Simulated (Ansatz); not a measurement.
Species: CH₃, SMILES `[CH3]` (charge 0, multiplicity 2).

Task: Give a relaxed geometry from B3LYP-D3(BJ)/def2-TZVP (Ansatz, a first-principles code).

Result: the end point of this relaxation (outside a Z-matrix the atoms follow the SMILES, hydrogens last).
Bond lengths (Å): C1–H2 1.079, C1–H3 1.079, C1–H4 1.079. Bond angles (°): H2–C1–H3 120.0, H2–C1–H4 120.0, H3–C1–H4 120.0.
